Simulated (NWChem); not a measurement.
The numbers come from NWChem runs, not from measurements. System: Na2, charge 0, spin multiplicity 1, at a geometry optimised with PBE/def2-SVP. The structure started from a generated list of species. Level: CCSD(T)/def2-TZVP, 2 core orbitals frozen.

Input file:

```
start mol
memory heap 100 mb stack 700 mb global 1900 mb
geometry units angstroms nocenter noautoz
  Na     0.000000     0.000000     1.554676
  Na     0.000000     0.000000    -1.554676
  symmetry group D2h
end
basis spherical
  * library def2-tzvp
end
scf
  rhf
  nopen 0
  maxiter 100
  thresh 1e-7
  semidirect memsize 60000000 filesize 0
end
tce
  freeze core 2
  ccsd(t)
  2eorb
  2emet 13
  thresh 1e-6
  maxiter 100
  tilesize 24
end
task tce energy
```

Part of the output:

```
             Northwest Computational Chemistry Package (NWChem) 7.3.0
             --------------------------------------------------------

                                NWChem Input Module
                                -------------------

 Scaling coordinates for geometry "geometry" by  1.889725989
 (inverse scale =  0.529177249)

 Turning off AUTOSYM since
 SYMMETRY directive was detected!

                             Geometry "geometry" -> ""
                             -------------------------

 Output coordinates in angstroms (scale by  1.889725989 to convert to a.u.)

  No.       Tag          Charge          X              Y              Z
 ---- ---------------- ---------- -------------- -------------- --------------
    1 Na                  11.0000     0.00000000     0.00000000     1.55467600
    2 Na                  11.0000     0.00000000     0.00000000    -1.55467600

 Effective nuclear repulsion energy (a.u.)      20.5928589394

            Nuclear Dipole moment (a.u.)
            ----------------------------
        X                 Y               Z
 ---------------- ---------------- ----------------
     0.0000000000     0.0000000000     0.0000000000

      Symmetry information
      --------------------

 Group name             D2h
 Group number             26
 Group order               8
 No. of unique centers     1

      Symmetry unique atoms

     1


 Summary of "ao basis" -> "" (spherical)
 ------------------------------------------------------------------------------
       Tag                 Description            Shells   Functions and Types
 ---------------- ------------------------------  ------  ---------------------
 *                         def2-tzvp                  on all atoms

 Summary of "ao basis" -> "ao basis" (spherical)
 ------------------------------------------------------------------------------
       Tag                 Description            Shells   Functions and Types
 ---------------- ------------------------------  ------  ---------------------
 Na                        def2-tzvp                12       32   5s4p3d

                                 NWChem SCF Module
                                 -----------------

  ao basis        = "ao basis"
  functions       =    64
  atoms           =     2
  closed shells   =    11
  open shells     =     0
  charge          =   0.00
  wavefunction    = RHF
  use symmetry    = T
  symmetry adapt  = T

 Summary of "ao basis" -> "ao basis" (spherical)
 ------------------------------------------------------------------------------
       Tag                 Description            Shells   Functions and Types
 ---------------- ------------------------------  ------  ---------------------
 Na                        def2-tzvp                12       32   5s4p3d

      Symmetry analysis of basis
      --------------------------

        ag         15
        au          3
        b1g         3
        b1u        15
        b2g         7
        b2u         7
        b3g         7
        b3u         7

 Forming initial guess at       0.0s

      Superposition of Atomic Density Guess
      -------------------------------------

 Sum of atomic energies:        -323.70362738

      Non-variational initial energy
      ------------------------------

 Total energy =    -323.656621
 1-e energy   =    -496.824366
 2-e energy   =     152.574886
 HOMO         =      -0.143224
 LUMO         =      -0.022030

      Symmetry analysis of molecular orbitals - initial
[...]
   Bfn.  Coefficient  Atom+Function         Bfn.  Coefficient  Atom+Function
  ----- ------------  ---------------      ----- ------------  ---------------
    13      0.568224  1 Na py                45      0.568224  2 Na py

 center of mass
 --------------
 x =   0.00000000 y =   0.00000000 z =   0.00000000

 moments of inertia (a.u.)
 ------------------
         396.864862254578           0.000000000000           0.000000000000
           0.000000000000         396.864862254578           0.000000000000
           0.000000000000           0.000000000000           0.000000000000

  Mulliken analysis of the total density
  --------------------------------------

    Atom       Charge   Shell Charges
 -----------   ------   -------------------------------------------------------
    1 Na  11    11.00   2.00  0.67  1.32  0.63  0.31  5.07  0.92  0.03  0.04  0.00  0.00  0.00
    2 Na  11    11.00   2.00  0.67  1.32  0.63  0.31  5.07  0.92  0.03  0.04  0.00  0.00  0.00

       Multipole analysis of the density wrt the origin
       ------------------------------------------------

     L   x y z        total         open         nuclear
     -   - - -        -----         ----         -------
     0   0 0 0     -0.000000      0.000000     22.000000

     1   1 0 0     -0.000000      0.000000      0.000000
     1   0 1 0      0.000000      0.000000      0.000000
     1   0 0 1     -0.000000      0.000000      0.000000

     2   2 0 0    -18.667402      0.000000      0.000000
     2   1 1 0     -0.000000      0.000000      0.000000
     2   1 0 1     -0.000000      0.000000      0.000000
     2   0 2 0    -18.667402      0.000000      0.000000
     2   0 1 1      0.000000      0.000000      0.000000
     2   0 0 2     -6.917328      0.000000    189.889146

                   NWChem Extensible Many-Electron Theory Module
                   ---------------------------------------------


            General Information
            -------------------
      Number of processors :     1
         Wavefunction type : Restricted Hartree-Fock
          No. of electrons :    22
           Alpha electrons :    11
            Beta electrons :    11
           No. of orbitals :   128
            Alpha orbitals :    64
             Beta orbitals :    64
        Alpha frozen cores :     2
         Beta frozen cores :     2
     Alpha frozen virtuals :     0
      Beta frozen virtuals :     0
         Spin multiplicity : singlet
    Number of AO functions :    64
       Number of AO shells :    24
        Use of symmetry is : on
      Symmetry adaption is : on
         Schwarz screening : 0.10D-09

          Correlation Information
          -----------------------
          Calculation type : Coupled-cluster singles & doubles w/ perturbation
   Perturbative correction : (T)
            Max iterations :      100
        Residual threshold : 0.10D-05
     T(0) DIIS level shift : 0.00D+00
     L(0) DIIS level shift : 0.00D+00
     T(1) DIIS level shift : 0.00D+00
     L(1) DIIS level shift : 0.00D+00
     T(R) DIIS level shift : 0.00D+00
     T(I) DIIS level shift : 0.00D+00
   CC-T/L Amplitude update :  5-th order DIIS
                I/O scheme : Global Array Library
        L-threshold :  0.10D-05
        EOM-threshold :  0.10D-05
 no EOMCCSD initial starts read in
 TCE RESTART OPTIONS
 SLICE:      F
 D4D5:       F
 quantumc:   F
 qrotation:  F
 pwtce:      F
 qducc:      F
 nacto:                         0
 nrotv:                         0
 nrot:                          0

            Memory Information
            ------------------
          Available GA space size is     249032704 doubles
          Available MA space size is     104854828 doubles

 Maximum block size supplied by input
 Maximum block size        24 doubles

 tile_dim =     12

 -------------------------------------------------

 Global array virtual files algorithm will be used

 Parallel file system coherency ......... OK

 4-electron integrals stored in orbital form

 v2    file size   =           389619
 4-index algorithm nr.  13 is used
 imaxsize =       30
 imaxsize ichop =        0


CCSD iterations
 ---------------------------------------------------------
 Iter          Residuum       Correlation     Cpu    Wall
 ---------------------------------------------------------
    1   0.1145237830978  -0.3469933956798     0.7     0.7
    2   0.0234548323140  -0.3594119471890     0.7     0.7
    3   0.0092053340269  -0.3624241538839     0.7     0.7
    4   0.0046412100320  -0.3634109173130     0.7     0.7
    5   0.0025097894882  -0.3638678646404     0.7     0.7
    6   0.0004994888628  -0.3643374902268     0.7     0.7
    7   0.0002259217775  -0.3643270658811     0.8     0.8
    8   0.0001227792569  -0.3643266582555     0.7     0.7
    9   0.0000708035009  -0.3643271403496     0.7     0.7
   10   0.0000419381560  -0.3643281470958     0.7     0.7
   11   0.0000092629992  -0.3643298410335     0.7     0.7
   12   0.0000042897620  -0.3643302947965     0.7     0.7
   13   0.0000025329717  -0.3643304883827     0.8     0.8
   14   0.0000015796064  -0.3643305922082     0.7     0.7
   15   0.0000010266133  -0.3643306390868     0.7     0.7
   16   0.0000002629438  -0.3643307135834     0.7     0.7
 -----------------------------------------------------------------
 Iterations converged
 CCSD correlation energy / hartree =        -0.364330713583449
 CCSD total energy / hartree       =      -324.067318209355847

 Singles contributions

 Doubles contributions
    12b1u (alpha)    12b1u (beta ) ---    11ag  (alpha)    11ag  (beta )       -0.1151774925
    14b2u (alpha)    14b2u (beta ) ---    11ag  (alpha)    11ag  (beta )       -0.1046039332
    13b3u (alpha)    13b3u (beta ) ---    11ag  (alpha)    11ag  (beta )       -0.1046039332
 CCSD(T)
 Using plain CCSD(T) code
             total no. of tasks         5376
 total no. of tasks / no. procs         5376
                         wl_min           54           1.9
                         wl_max        42768           5.9
        thresh for no. of tasks         5376

 CCSD[T]  correction energy / hartree =        -0.006064189036497
 CCSD[T] correlation energy / hartree =        -0.370394902619946
 CCSD[T] total energy / hartree       =      -324.073382398392368
 CCSD(T)  correction energy / hartree =        -0.005498292055863
 CCSD(T) correlation energy / hartree =        -0.369829005639313
 CCSD(T) total energy / hartree       =      -324.072816501411694

 Task  times  cpu:       16.0s     wall:       16.0s

 Total times  cpu:       16.0s     wall:       16.0s
```
